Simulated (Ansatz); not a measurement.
in.yaml

```yaml
crystal:
  periodic: [false, false, false]
  atoms:
    - {symbol: W, position_ang: [0.000000, 0.005869, 0.157615]}
    - {symbol: N, position_ang: [0.000000, -0.131830, -1.895665]}
    - {symbol: H, position_ang: [0.000000, 0.761470, -2.404753]}
basis:
  gaussian: {orbitals: def2-SVP}
total_charge: 1
magnetization: {spin_polarized: true, initial_magnetization: 7}
correlation: {method: ccsdt_q, electrons: outside_noble_gas}
```

```sh
$ ansatz run in.yaml --threads 1 --pin off --events-out ev --progress --plain --max-ram 2393MiB
```

The program prints:

```
954 factors; integrals over basis functions are off by at most 1.9e-7 eV
mean field evaluation 1: about -3291.8264 eV, gradient 1.5e1 eV
mean field evaluation 2: about -3291.8357 eV, gradient 1.5e1 eV
mean field evaluation 4: about -3293.1514 eV, gradient 1.7e0 eV
mean field evaluation 8: about -3293.2052 eV, gradient 1.9e-1 eV
mean field evaluation 16: about -3279.0608 eV, gradient 1.7e1 eV
mean field evaluation 32: about -3291.3163 eV, gradient 3.9e-1 eV
mean field evaluation 64: about -3291.2601 eV, gradient 2.2e-4 eV
mean field -3293.20794645 eV, -121.0231598155 hartree, gradient 1.7e-6 eV, S^2 15.765337; 1 other end points of the search recorded, 0 dependent functions left out
determinant -3293.20794645 eV, -121.0231598155 hartree, with singles and doubles -3297.94027676 eV, -121.1970697467 hartree
determinant -3291.40524020 eV, -120.9569115828 hartree, with singles and doubles -3295.98718385 eV, -121.1252949061 hartree
5 core orbitals not correlated: weight in the atoms' cores, before any rotation towards them, 0.997 or more for the frozen orbitals, at most 0.002 for the correlated occupied ones
reference -3293.20794645 eV, -121.0231598155 hartree; 9, 2 occupied and 37, 44 virtual orbitals, 954 factors
second order -4.05410768 eV of doubles, -0.00000000 eV of singles
cycle   1  -4.55575711 eV  change   -5.0e-1 eV  update   5.1e-2
cycle   2  -4.76912984 eV  change   -2.1e-1 eV  update   2.2e-2
cycle   3  -4.81790398 eV  change   -4.9e-2 eV  update   1.1e-2
cycle   4  -4.81957370 eV  change   -1.7e-3 eV  update   5.5e-3
cycle   5  -4.82082215 eV  change   -1.2e-3 eV  update   2.8e-3
cycle   6  -4.82255962 eV  change   -1.7e-3 eV  update   1.6e-3
cycle   7  -4.82311328 eV  change   -5.5e-4 eV  update   7.7e-4
cycle   8  -4.82332284 eV  change   -2.1e-4 eV  update   4.4e-4
cycle   9  -4.82324740 eV  change    7.5e-5 eV  update   2.4e-4
cycle  10  -4.82312009 eV  change    1.3e-4 eV  update   1.3e-4
cycle  11  -4.82316206 eV  change   -4.2e-5 eV  update   6.7e-5
cycle  12  -4.82320520 eV  change   -4.3e-5 eV  update   3.5e-5
cycle  13  -4.82322384 eV  change   -1.9e-5 eV  update   1.8e-5
cycle  14  -4.82322571 eV  change   -1.9e-6 eV  update   9.9e-6
cycle  15  -4.82322317 eV  change    2.5e-6 eV  update   5.5e-6
cycle  16  -4.82322181 eV  change    1.4e-6 eV  update   2.9e-6
cycle  17  -4.82322202 eV  change   -2.1e-7 eV  update   1.8e-6
cycle  18  -4.82322253 eV  change   -5.1e-7 eV  update   1.0e-6
perturbative correction -0.00358804 eV, -0.0001318582 hartree
Total energy: -3298.03475702 eV, -121.2005418322 hartree
```

Ran on 1 thread of Intel Xeon Platinum 8488C, shared host: 42 s wall, 0.43 GiB peak host memory.
